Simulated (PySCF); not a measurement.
A side-by-side comparison of computed properties.

First species: C5H8F3OP.
SMILES: `FC(F)(F)[P@](C1CC1)(=O)C`

Second species: DMABN, C₉H₁₀N₂.
Structure used (GFN2-xTB), in Å, numbered top down from 1:
```xyz
21
C9H10N2 angstrom
C     -2.3542    0.6739   -0.9410
N     -1.5613    0.1685    0.1523
C     -2.2186   -0.1843    1.3864
C     -0.2107    0.0235    0.0205
C      0.5775   -0.4712    1.0755
C      1.9380   -0.6162    0.9423
C      2.5779   -0.2741   -0.2511
C      3.9707   -0.4231   -0.3867
N      5.1074   -0.5448   -0.4971
C      1.8080    0.2181   -1.3074
C      0.4474    0.3635   -1.1756
H     -3.3989    0.7167   -0.6434
H     -2.2774    0.0253   -1.8192
H     -2.0404    1.6835   -1.2239
H     -3.2858    0.0021    1.2962
H     -1.8391    0.4123    2.2216
H     -2.0777   -1.2438    1.6214
H      0.1235   -0.7469    2.0127
H      2.5227   -0.9982    1.7664
H      2.2915    0.4856   -2.2357
H     -0.1096    0.7466   -2.0144
```

Levels: PBE0/pcSseg-1 for dipole moment, HOMO energy, LUMO energy and HOMO–LUMO gap; GFN2-xTB for rotational constant A and rotational constant C. Geometries: GFN2-xTB. All species are isolated and taken at one optimised geometry, non-relativistic unless stated. Electronic properties by PySCF.

Dipoles, sizes and rotational constants follow the conformer. The torsions of the flexible species, by atom-mapped SMILES:
- `[CH3:1][P@:2](=[O:3])([CH:4]1[CH2:5][CH2:6]1)[C:7]([F:8])([F:9])[F:10]`: C1–P2–C4–C5 165°, C1–P2–C7–F8 -179°
- `[CH3:1][N:2]([CH3:3])[c:4]1[cH:5][cH:6][c:7]([C:8]#[N:9])[cH:10][cH:11]1`: C1–N2–C4–C5 180°

| property | column X | column Y |
| --- | --- | --- |
| dipole moment | 7.93 D | 4.15 D |
| HOMO energy | -6.07 eV | -8.29 eV |
| LUMO energy | -0.81 eV | 0.79 eV |
| HOMO–LUMO gap | 5.26 eV | 9.08 eV |
| rotational constant A | 3.513 GHz | 1.684 GHz |
| rotational constant C | 0.506 GHz | 0.819 GHz |

Q: Which column belongs to which species?

A: Column X is the second species and column Y the first. The first has 18 atoms and 88 electrons, the second 21 and 78.

Q: How does each property change from the first species to the second?

A: dipole moment +3.78 D; HOMO energy +2.22 eV; LUMO energy -1.60 eV; HOMO–LUMO gap -3.82 eV; rotational constant A +1.829 GHz; rotational constant C -0.313 GHz.

On the first: A dipole of 4.15 D is allowed in C1, and pure rotational transitions are dipole-allowed. In atomic units the dipole is 1.63 e·bohr (1 au = 2.5417 D).

On the second: The dipole equals about 26.4 × 10⁻³⁰ C·m (1 D = 3.33564 × 10⁻³⁰ C·m). A dipole of 7.93 D is allowed in C2v, and pure rotational transitions are dipole-allowed.
